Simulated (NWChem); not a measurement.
## Basis-set dependence for CH3

```
C
H 1 1.0908
H 1 1.0908 2 120.00
H 1 1.0908 2 120.00 3 180.00
```
Charge 0, spin multiplicity 2.

The numbers come from NWChem runs, not from measurements. Structure: optimised with UB3LYP/def2-SVP, a minimum by its harmonic frequencies.

Hartree-Fock energies in Ha, correlation energies in mHa.

The correlated methods keep 1 core orbital frozen. The structure started from a generated list of species. The unpaired electrons of the parent sit in orbitals of symmetry b2 (C2v labels of the run); other states weren't searched. The stability of the SCF solutions was not checked. Open-shell Hartree-Fock references start from PBE0 orbitals. Coupled-cluster values serve here as a point of comparison, not as the truth.

```csv
basis,functions,UHF,UMP2,SCS-UMP2,CCSD on ROHF,CCSD[T] on ROHF,CCSD(T) on ROHF,CCSD on UHF,CCSD[T] on UHF,CCSD(T) on UHF,CCSDT on ROHF,URI-MP2
3-21G,15,-39.34185,-76.2,-80.4,-97.3,-98.6,-98.6,-94.0,-95.2,-95.2,-98.7,not run
cc-pVDZ,29,-39.56362,-127.0,-131.2,-154.2,-157.0,-157.0,-150.0,-152.7,-152.7,-157.3,-127.0
cc-pVTZ,72,-39.57681,-158.3,-164.1,-183.6,-188.7,-188.6,not run,not run,not run,not run,-158.3
cc-pVQZ,145,-39.57956,-168.5,-175.3,not run,not run,not run,not run,not run,not run,not run,-168.5
```

From cc-pVTZ to cc-pVQZ the Hartree-Fock energy moves by -2.8 mHa and the UMP2 correlation energy by -10.2 mHa, which is 6 % of its value in the larger set.
